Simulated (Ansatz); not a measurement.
in.yaml

```yaml
crystal:
  periodic: [false, false, false]
  atoms:
    - {symbol: Al, position_ang: [0.000000, 0.033682, 0.621048]}
    - {symbol: C, position_ang: [0.000000, -0.124908, -1.222629]}
    - {symbol: H, position_ang: [0.000000, 0.586788, -2.055880]}
basis:
  gaussian: {orbitals: "6-31++G**"}
magnetization: {spin_polarized: true, initial_magnetization: 0}
correlation: {method: ccsdt, electrons: outside_noble_gas, diis_vectors: 12}
```

```sh
$ ansatz run in.yaml --threads 1 --pin off --events-out ev --progress --plain --max-ram 2393MiB
```

The program prints:

```
754 factors; integrals over basis functions are off by at most 2.6e-7 eV
mean field evaluation 1: about -7617.4818 eV, gradient 2.6e1 eV
mean field evaluation 2: about -7617.5001 eV, gradient 2.6e1 eV
mean field evaluation 4: about -7623.1860 eV, gradient 3.1e0 eV
mean field evaluation 8: about -7623.7671 eV, gradient 3.5e-1 eV
mean field evaluation 16: about -7624.0086 eV, gradient 1.5e0 eV
mean field evaluation 32: about -7625.3156 eV, gradient 6.1e-7 eV
mean field evaluation 64: about -7624.4944 eV, gradient 1.5e0 eV
mean field evaluation 96: about -7623.7731 eV, gradient 2.2e-6 eV
mean field evaluation 128: about -7625.3031 eV, gradient 2.8e-6 eV
mean field evaluation 160: about -7624.6679 eV, gradient 2.7e-3 eV
...
cycle  23  -5.08166433 eV  change    1.6e-4 eV  update   6.0e-5
cycle  24  -5.08163027 eV  change    3.4e-5 eV  update   3.9e-5
cycle  25  -5.08161755 eV  change    1.3e-5 eV  update   2.5e-5
cycle  26  -5.08160128 eV  change    1.6e-5 eV  update   1.7e-5
cycle  27  -5.08162070 eV  change   -1.9e-5 eV  update   1.0e-5
cycle  28  -5.08161607 eV  change    4.6e-6 eV  update   6.7e-6
cycle  29  -5.08161233 eV  change    3.7e-6 eV  update   3.6e-6
cycle  30  -5.08161484 eV  change   -2.5e-6 eV  update   2.0e-6
cycle  31  -5.08161399 eV  change    8.5e-7 eV  update   1.2e-6
cycle  32  -5.08161338 eV  change    6.1e-7 eV  update   7.0e-7
WARN: the results are in doubt because among natural orbitals full CI differs from the method by +1.108 eV
Total energy: -7630.38470812 eV, -280.4114659630 hartree
In doubt: among natural orbitals full CI differs from the method by +1.108 eV
```

Ran on 1 thread of Arm Neoverse V1, shared host: 33 s wall, 0.22 GiB peak host memory.
